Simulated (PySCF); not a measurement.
Gas-phase reaction: SiHCl₂ + 3 H ⇌ SiH₄ + 2 Cl

Method: PySCF energies plus ideal-gas RRHO corrections (1 bar). † marks an energy on the PBE0/def2-TZVP geometry and frequencies; other levels use their own. 6-31G* has spherical d functions here. Open shells (unrestricted): SiHCl₂ (multiplicity 2), H (multiplicity 2), Cl (multiplicity 2, electronic degeneracy 6); the rest are closed-shell singlets. Spin-orbit splitting is ignored; it lowers the true energy and changes the entropy of Cl. B3LYP is the form with VWN-RPA correlation. SiHCl₂: computed as isolated molecules; such fragments, hydroxides, amides, oligomers or adducts are transient or little studied in the gas. The harmonic model lacks anharmonicity and excited electronic states, which grow with temperature; levels with a mode under 35 cm⁻¹ are left out.

| level | ΔE electronic, kJ | ΔH°(298 K), kJ | ΔS°(298 K), J/K | ΔG°(2500 K), kJ |
|---|---|---|---|---|
| B3LYP/6-31G* | -323 | -279 | -100 | 42 |
| BLYP/def2-TZVP† | -287 | -244 | -100 | 74 |
| HF/def2-TZVP† | -255 | -211 | -100 | 107 |
| M06-2X/def2-TZVP† | -246 | -203 | -100 | 115 |
| PBE/def2-TZVP† | -217 | -173 | -100 | 145 |
| PBE0/def2-TZVP | -235 | -192 | -100 | 126 |
| ωB97M-V/def2-TZVP† | -264 | -220 | -100 | 97 |
ΔH° is lowest at B3LYP/6-31G* and highest at PBE/def2-TZVP†. No reference value is set beside these.
